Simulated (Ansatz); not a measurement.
Molecule: cyclopropane, C₃H₆, charge 0, multiplicity 1. SMILES: C1CC1
Coordinates optimised at B3LYP-D3(BJ)/def2-TZVP (Ansatz, a program for electronic structure):
```
C
H 1 1.0816
H 1 1.0816 2 114.23
C 1 1.5034 2 118.05 3 -145.49
H 4 1.0816 1 118.05 2 0.00
H 4 1.0816 5 114.23 1 -145.49
C 1 1.5034 2 118.05 3 145.49
H 7 1.0816 1 118.05 2 -144.17
H 7 1.0816 8 114.23 1 -145.49
```
Charge 0, spin multiplicity 1.

Quantity: atomisation energy (electronic, to ground-state atoms), in kcal/mol. Valence correlation only, unless marked. UHF or UKS for open shells. Spin-orbit coupling is left out. Non-relativistic. The coupled-cluster limit lacks core correlation, which all-electron functionals hold. CBS(X,Y): correlation extrapolated as X^-3; Hartree-Fock from the larger set. The bracket is a focal-point correction in the basis named.

```json
[
 {"level": "HF/cc-pVDZ", "program": "Ansatz", "atomisation energy (kcal/mol)": "635.0"},
 {"level": "BLYP/def2-TZVPD", "program": "Ansatz", "atomisation energy (kcal/mol)": "841.3"},
 {"level": "PBE0/STO-3G", "program": "Ansatz", "atomisation energy (kcal/mol)": "1026.0"},
 {"level": "PBE0-D3(BJ)/def2-TZVPD", "program": "Ansatz + dftd3", "atomisation energy (kcal/mol)": "860.9"}
]
```

Estimate the value at RI-MP2/CBS(aug-cc-pVTZ,aug-cc-pVQZ)+[CCSD(T)-MP2]/aug-cc-pVTZ as computed with Ansatz.

852.3 kcal/mol
